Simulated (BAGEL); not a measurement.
# CH7BN− (SMILES C[BH2-]N) at B3LYP/6-311+G(d,p) (density fitting with qzvpp-jkfit)

What is the energy change on altering one bond length of CH7BN− at B3LYP/6-311+G** (density fitting with qzvpp-jkfit)? 

The results are computed with BAGEL 1.2.2.

1 further run of the same task is left out (set aside as unsound or not needed).

## 1. The system as given

CH7BN−: 10 atoms, total charge -1, spin state singlet. As SMILES, `C[BH2-]N`. The coordinates come from a GFN2-xTB relaxation. This is one conformer, not always the lowest.

Bond lengths: C1–B2 1.645 Å, B2–N3 1.568 Å, C1–H4 1.095 Å, C1–H5 1.093 Å, C1–H6 1.095 Å, B2–H7 1.227 Å, B2–H8 1.253 Å, N3–H9 1.019 Å, N3–H10 1.019 Å. Some angles: C1–B2–N3 109.0°, C1–B2–H7 110.9°, C1–B2–H8 109.3°, N3–B2–H7 108.1°, N3–B2–H8 111.1°, B2–C1–H4 111.8°, B2–C1–H5 111.9°, B2–C1–H6 112.3°, B2–N3–H9 108.7°, B2–N3–H10 108.5°.

## 2. A single-point energy at B3LYP/6-311+G(d,p) (density fitting with qzvpp-jkfit)

Input file calc.json:

```json
{ "bagel" : [

{
  "title" : "molecule",
  "basis" : "6-311+gss.json",
  "df_basis" : "qzvpp-jkfit",
  "angstrom" : true,
  "geometry" : [
    { "atom" : "C", "xyz" : [      -0.983210,       0.401740,      -0.623940 ] },
    { "atom" : "B", "xyz" : [       0.229940,      -0.561220,      -0.068910 ] },
    { "atom" : "N", "xyz" : [       1.271260,       0.323300,       0.699520 ] },
    { "atom" : "H", "xyz" : [      -1.726550,      -0.168160,      -1.191560 ] },
    { "atom" : "H", "xyz" : [      -0.610350,       1.188480,      -1.284240 ] },
    { "atom" : "H", "xyz" : [      -1.521920,       0.900230,       0.188880 ] },
    { "atom" : "H", "xyz" : [       0.810380,      -1.112940,      -0.999070 ] },
    { "atom" : "H", "xyz" : [      -0.251310,      -1.445020,       0.678370 ] },
    { "atom" : "H", "xyz" : [       1.978550,      -0.285020,       1.108340 ] },
    { "atom" : "H", "xyz" : [       0.803220,       0.758620,       1.492600 ] }
  ]
},

{
  "title" : "ks",
  "xc_func" : "b3lyp",
  "charge" : -1
},

{
  "title" : "print",
  "file" : "orbitals.molden",
  "orbitals" : true
}

]}
```

The basis set 6-311+G** is read from a file made from the Basis Set Exchange's data (not shown).

Started as:

```
BAGEL_NUM_THREADS=1 BAGEL calc.json > calc.out
```

Log:

```text
* using 1 threads per process

  ===============================================================
  ===============================================================

  *** Geometry ***

  { "atom" : "C", "xyz" : [     -1.857998,      0.759179,     -1.179076 ] },
  { "atom" : "B", "xyz" : [      0.434524,     -1.060552,     -0.130221 ] },
  { "atom" : "N", "xyz" : [      2.402333,      0.610948,      1.321901 ] },
  { "atom" : "H", "xyz" : [     -3.262707,     -0.317776,     -2.251722 ] },
  { "atom" : "H", "xyz" : [     -1.153394,      2.245902,     -2.426862 ] },
  { "atom" : "H", "xyz" : [     -2.876012,      1.701188,      0.356931 ] },
  { "atom" : "H", "xyz" : [      1.531396,     -2.103152,     -1.887969 ] },
  { "atom" : "H", "xyz" : [     -0.474907,     -2.730692,      1.281934 ] },
  { "atom" : "H", "xyz" : [      3.738918,     -0.538610,      2.094459 ] },
  { "atom" : "H", "xyz" : [      1.517866,      1.433584,      2.820605 ] },

  Number of auxiliary basis functions:      353

  Since a DF basis is specified, we compute 2- and 3-index integrals:
    o Being stored without compression. Storage requirement is 0.033 GB

  Number of basis functions:      108
  Number of electrons      :       25

    * METHOD: MOLECULE                             0.14

  *** Kohn-Sham DFT ***

    * Removing 17945 points whose weight is below 1.00e-10
    * Grid points: 131115

  === Nuclear Repulsion ===
    71.9886340069

       - DIIS with orbital gradients will be used.

  === KS iteration (b3lyp / 6-311+gss.json) ===
      0        -88.03371093          0.18745263           0.43
      1        -93.25405330          0.11802397           0.42
      2       -103.77778459          0.17051330           0.42
      3       -118.14917272          0.09673649           0.42
      4       -118.84612345          0.09582959           0.42
      5       -118.91905199          0.09411639           0.42
      6       -118.91505659          0.09413000           0.42
      7       -121.26127798          0.04526714           0.42
      8       -121.97621130          0.00862943           0.42
      9       -122.00428574          0.00207028           0.42
     10       -122.00569381          0.00055887           0.42
     11       -122.00577161          0.00023101           0.43
     12       -122.00578850          0.00007440           0.43
     13       -122.00579017          0.00001758           0.42
     14       -122.00579027          0.00000341           0.42
     15       -122.00579027          0.00000033           0.42
     16       -122.00579027          0.00000017           0.42
     17       -122.00579027          0.00000005           0.42
     18       -122.00579027          0.00000002           0.42
     19       -122.00579027          0.00000001           0.42
    * SCF iteration converged.

    * Permanent dipole moment:
           (    0.232645,    -0.582105,    -0.497187) a.u.

    * METHOD: KS                                   9.18

    * METHOD: PRINT                                0.02

  ===============================================================
```

Wall time 9.6 s (1 thread of Arm Neoverse V2, shared host); peak memory 0.61 GiB.

## 3. The distorted shape at the same level

Input file input.json:

```json
{ "bagel" : [

{
  "title" : "molecule",
  "basis" : "6-311+gss.json",
  "df_basis" : "qzvpp-jkfit",
  "angstrom" : true,
  "geometry" : [
    { "atom" : "C", "xyz" : [   -0.912998,    0.336436,   -0.742912 ] },
    { "atom" : "B", "xyz" : [    0.300152,   -0.626524,   -0.187882 ] },
    { "atom" : "N", "xyz" : [    1.341472,    0.257996,    0.580548 ] },
    { "atom" : "H", "xyz" : [   -1.656338,   -0.233464,   -1.310532 ] },
    { "atom" : "H", "xyz" : [   -0.540138,    1.123176,   -1.403212 ] },
    { "atom" : "H", "xyz" : [   -1.451708,    0.834926,    0.069908 ] },
    { "atom" : "H", "xyz" : [    0.880592,   -1.178244,   -1.118042 ] },
    { "atom" : "H", "xyz" : [   -0.181098,   -1.510324,    0.559398 ] },
    { "atom" : "H", "xyz" : [    2.048762,   -0.350324,    0.989368 ] },
    { "atom" : "H", "xyz" : [    0.803220,    0.758620,    1.492600 ] }
  ]
},
{ "title" : "ks", "xc_func" : "b3lyp", "charge" : -1 },
{ "title" : "print", "file" : "orbitals.molden", "orbitals" : true }

]}
```

The basis set 6-311+G** is read from a file made from the Basis Set Exchange's data (not shown).

Started as:

```
BAGEL_NUM_THREADS=1 BAGEL input.json > input.out
```

Log:

```text
* using 1 threads per process

  ===============================================================
  ===============================================================

  *** Geometry ***

  { "atom" : "C", "xyz" : [     -1.725316,      0.635772,     -1.403900 ] },
  { "atom" : "B", "xyz" : [      0.567205,     -1.183959,     -0.355046 ] },
  { "atom" : "N", "xyz" : [      2.535015,      0.487542,      1.097077 ] },
  { "atom" : "H", "xyz" : [     -3.130025,     -0.441183,     -2.476547 ] },
  { "atom" : "H", "xyz" : [     -1.020713,      2.122495,     -2.651686 ] },
  { "atom" : "H", "xyz" : [     -2.743331,      1.577781,      0.132107 ] },
  { "atom" : "H", "xyz" : [      1.664078,     -2.226558,     -2.112793 ] },
  { "atom" : "H", "xyz" : [     -0.342226,     -2.854099,      1.057109 ] },
  { "atom" : "H", "xyz" : [      3.871599,     -0.662016,      1.869635 ] },
  { "atom" : "H", "xyz" : [      1.517866,      1.433584,      2.820605 ] },

  Number of auxiliary basis functions:      353

  Since a DF basis is specified, we compute 2- and 3-index integrals:
    o Being stored without compression. Storage requirement is 0.033 GB

  Number of basis functions:      108
  Number of electrons      :       25

    * METHOD: MOLECULE                             0.15

  *** Kohn-Sham DFT ***

    * Removing 17733 points whose weight is below 1.00e-10
    * Grid points: 131327

  === Nuclear Repulsion ===
    71.3881521873

       - DIIS with orbital gradients will be used.

  === KS iteration (b3lyp / 6-311+gss.json) ===
      0        -87.75792781          0.18597741           0.44
      1        -93.62170626          0.11540646           0.43
      2       -103.56908255          0.16920283           0.43
      3       -117.93765989          0.09865195           0.43
      4       -118.49824612          0.10001774           0.43
      5       -118.52869226          0.09911308           0.44
      6       -118.61835570          0.09792506           0.44
      7       -115.45784412          0.10511532           0.45
      8       -121.74703299          0.02557871           0.44
      9       -121.96937692          0.00818475           0.43
     10       -121.98910435          0.00347778           0.42
     11       -121.99298443          0.00081543           0.44
     12       -121.99319775          0.00022607           0.44
     13       -121.99321560          0.00003629           0.42
     14       -121.99321604          0.00000802           0.43
     15       -121.99321604          0.00000840           0.43
     16       -121.99321606          0.00000102           0.43
     17       -121.99321606          0.00000042           0.43
     18       -121.99321606          0.00000009           0.43
     19       -121.99321606          0.00000004           0.43
     20       -121.99321606          0.00000001           0.43
    * SCF iteration converged.

    * Permanent dipole moment:
           (    0.226542,    -0.549134,    -0.434867) a.u.

    * METHOD: KS                                   9.84

    * METHOD: PRINT                                0.02

  ===============================================================
```

Run time: 10 s. Hardware: 1 thread of Arm Neoverse V2, shared host; peak memory 0.61 GiB.

## 4. What came out

Level: B3LYP/6-311+G** (density fitting with qzvpp-jkfit).

| quantity | value |
| --- | --- |
| first shape: total energy | -122.00579 Eh |
| first shape: HOMO energy | -0.42 eV |
| first shape: LUMO energy | 3.73 eV |
| first shape: HOMO–LUMO gap (to an unbound level, set by the basis) | 4.15 eV |
| distorted shape: total energy | -121.99322 Eh |
| distorted shape: HOMO energy | -0.45 eV |
| distorted shape: LUMO energy | 3.71 eV |
| distorted shape: HOMO–LUMO gap (to an unbound level, set by the basis) | 4.16 eV |
| energy change with the N3–H10 bond stretched from 1.019 to 1.171 Å | 0.342 eV |

In words: With the N3–H10 bond stretched from 1.019 to 1.171 Å the energy rises by 0.34 eV (33.0 kJ/mol). The first shape isn't relaxed at this level, so the change isn't measured from a minimum.
